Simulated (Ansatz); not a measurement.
This script drives Ansatz 0.2.0 through its Python package.

The script, `run_methods.py`:
```python
"""One geometry of C3H7NO, method by method."""

from pathlib import Path

import ansatz as az
from ase import Atoms
import numpy as np

atoms = Atoms(["N", "C", "O", "C", "C", "H", "H", "H", "H", "H", "H", "H"], positions=[
    [-1.4507, -0.0396, 0.4755],
    [-0.0871, -0.1991, 0.32],
    [0.4409, -0.9258, 1.3835],
    [0.8663, 0.8608, -0.288],
    [0.5313, -0.4437, -1.0367],
    [-1.6724, 0.5813, 1.2962],
    [-1.8432, 0.5535, -0.308],
    [-0.0711, -1.6612, 1.5903],
    [1.7799, 1.0121, 0.1893],
    [0.3422, 1.7565, -0.6455],
    [-0.1164, -0.4031, -1.8738],
    [1.3572, -1.1468, -1.0688],
])
mol = az.Crystal.molecule_from_ase(atoms)

model = mol.calculation().basis(gaussian="def2-SVP")

print("functional    E (Ha)        dipole (D)   HOMO (eV)  LUMO (eV)")
for name in ["pbe", "pbe0", "cam_b3lyp", "hse06", "r2scan", "hf"]:
    r = model.functional(name).forces().orbitals().run(runs_dir="runs").report
    lines = Path(r["orbitals_path"]).read_text().splitlines()
    field_of = lambda key: [line.split("=")[1].strip() for line in lines if line.startswith(key)]
    orbitals = [(27.211386 * float(e), s, float(n)) for e, s, n in zip(field_of("Ene="), field_of("Spin="), field_of("Occup="))]
    homo = max(e for e, _, n in orbitals if n > 0.5)
    lumo = min(e for e, _, n in orbitals if n < 0.5)
    dipole = 4.803205 * np.linalg.norm(r["charge_distribution"]["dipole_moment_e_ang"])
    print(f"{name:10s} {r['free_energy_ev'] / 27.211386246:14.6f} {dipole:9.3f} {homo:11.3f} {lumo:10.3f}")
```

It is started by `python run_methods.py`. Estimate its wall time and peak memory on 1 thread of Intel(R) Xeon(R) Processor @ 2.30GHz, on a shared host.

It took about 23 s, with a peak of 0.35 GiB, for 6 runs of the engine.

```console
$ python run_methods.py
functional    E (Ha)        dipole (D)   HOMO (eV)  LUMO (eV)
pbe           -247.964319     1.433      -4.824      0.653
pbe0          -247.989274     1.514      -6.252      1.569
cam_b3lyp     -248.147932     1.517      -7.613      2.435
hse06         -247.976085     1.513      -5.849      1.189
r2scan        -248.125062     1.489      -5.122      1.370
hf            -246.747846     1.639      -9.567      4.624
```

Notes:
- Total energies depend on the basis set; only differences at equal settings carry meaning.
- The geometry is a force-field or estimated start, not a minimum of this method, and the basis set is short of its limit. A lower total doesn't mark the better method: functionals have no common bound, and MP2 and coupled cluster aren't variational.
- Levels such as HOMO and LUMO are orbital energies: with these approximate functionals they aren't the ionisation energy and electron affinity, and their gap isn't the fundamental gap.
- hse06 follows the composition of plane-wave codes, whose totals differ by tens of mHa, up to about 0.1 Ha, from the form usual in Gaussian-basis programs (wpbeh).
